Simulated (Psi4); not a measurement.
Psi4 input (wB97X-D/6-31G*):

```
memory 1500 MB

molecule {
0 3
C     1.17178753   -0.40786818    0.00814112
C     0.00377973    0.55379578   -0.00922938
O    -1.19926796   -0.21360277    0.00218953
H    -1.95146033    0.38657997   -0.00867812
H     0.04636729    1.21437980    0.86589957
H     0.04839412    1.18483951   -0.90579449
H     2.11638052    0.13933088    0.00009803
H     1.13951779   -1.03119502    0.90289190
H     1.14154074   -1.06067865   -0.86540354
symmetry c1
no_reorient
no_com
}

set {
  basis 6-31G*
  reference uks
  scf_type pk
  dft_radial_points 99
  dft_spherical_points 590
  e_convergence 1e-8
  d_convergence 1e-7
  maxiter 150
}

e = energy('wb97x-d')
print_out(f'\nFINAL {e:.10f} DIPOLE {variable("CURRENT DIPOLE")[0]:.6f} {variable("CURRENT DIPOLE")[1]:.6f} {variable("CURRENT DIPOLE")[2]:.6f}\n')
```

**Question.** What final total energy does it give?

**Answer.** -154.69742 Eh.
